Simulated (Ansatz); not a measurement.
Consider the substitution at a C–C bond: `CCC(C)CO` + H–F → `CCC(C)F` + CH₃OH.

Gas-phase electronic energies from Ansatz, PBE0-D4/def2-TZVP geometries. CCSD(T)/CBS adds triple-zeta CCSD(T) − MP2 to the extrapolated MP2 energy (def2 sets, frozen cores). This one scheme is used for every species. Each species was taken in one conformer, which may not be the lowest.

```tsv
species	CCSD(T)/CBS(def2) energy (Eh)
`CCC(C)CO`	-272.66715
H–F	-100.39570
`CCC(C)F`	-257.43047
CH₃OH	-115.61712
```

Work out ΔE.

ΔE = (-257.43047) + (-115.61712) − (-272.66715) − (-100.39570) = 0.01526 Eh = +40.1 kJ/mol.

Largest T1 diagnostic among the species: 0.010.

At CCSD(T), def2-SVP lies −10.0 kJ/mol from the extrapolated value and def2-TZVPP −2.2 kJ/mol. From r2SCAN to r2SCAN0 (25 % exact exchange), in def2-TZVPP and without D4, ΔE moves by +4.6 kJ/mol. In def2-TZVPP, CCSD(T) changes the Hartree–Fock value by +34.2 kJ/mol (the triples alone add +3.7 kJ/mol) and MP2 by +45.2 kJ/mol.
